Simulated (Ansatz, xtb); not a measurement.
**Ranking isomers of C4H3NO**

5 gas-phase structures of C4H3NO, from a drawn sample of its isomers (lower ones may exist). Each was relaxed with GFN2-xTB; where two conformers were screened, the lower at r2SCAN-D4/def2-SVP//GFN2-xTB is listed:

A. `N#CCC=C=O`, a singlet
B. `[H]/N=C1/C=CC1=O`, a singlet
C. `C#C/C=N/C=O`, a singlet
D. `O=C1C=CC=N1`, a singlet
E. `C=C(C#N)C=O`, a singlet

Which do you expect lowest at r2SCAN-D4/def2-SVP//GFN2-xTB, and how would the others follow?

Calculated order at r2SCAN-D4/def2-SVP//GFN2-xTB: D (0.0), A (5.9), E (6.3), B (17.3), C (39.2) kcal/mol. Less than 1 kcal/mol parts A and E, so the order within that pair means little.

Energies above the lowest of each column, in kcal/mol; the last columns are at r2SCAN-D4/def2-SVP geometries and were run for some of them only (a dash: not run or not comparable):

| structure | GFN2-xTB | HF/STO-3G | r2SCAN-D4/def2-SVP//GFN2-xTB | r2SCAN-D4/def2-SVP | CCSD(T)/def2-SVP + ΔMP2/def2-TZVPP |
| --- | --- | --- | --- | --- | --- |
| D | 0.0 | 0.0 | 0.0 | 0.0 | 0.0 |
| A | 9.1 | 8.1 | 5.9 | 5.4 | 2.9 |
| E | 20.1 | 7.5 | 6.3 | 6.3 | 1.4 |
| B | 24.5 | 33.1 | 17.3 | 17.1 | – |
| C | 27.1 | 65.2 | 39.2 | – | – |

Every level run on D puts it lowest or level with the lowest. CCSD(T)/def2-SVP + ΔMP2/def2-TZVPP orders those it was run on as D (0.0), E (1.4), A (2.9) kcal/mol. Flexible structures stand in one conformer each, not always the lowest. Frequencies (r2SCAN-D4/def2-SVP) were run for A, D, E alone. ΔMP2 is the change of the MP2 energy from the smaller to the larger basis.

Over these structures GFN2-xTB departs from r2SCAN-D4/def2-SVP//GFN2-xTB by 6.8 kcal/mol on average once a common shift is removed. A GFN2-xTB relaxation took about 0.077 s and the r2SCAN-D4/def2-SVP//GFN2-xTB energy about 1.2 s on a shared host (Ansatz 0.2.0, xtb 6.7.1).
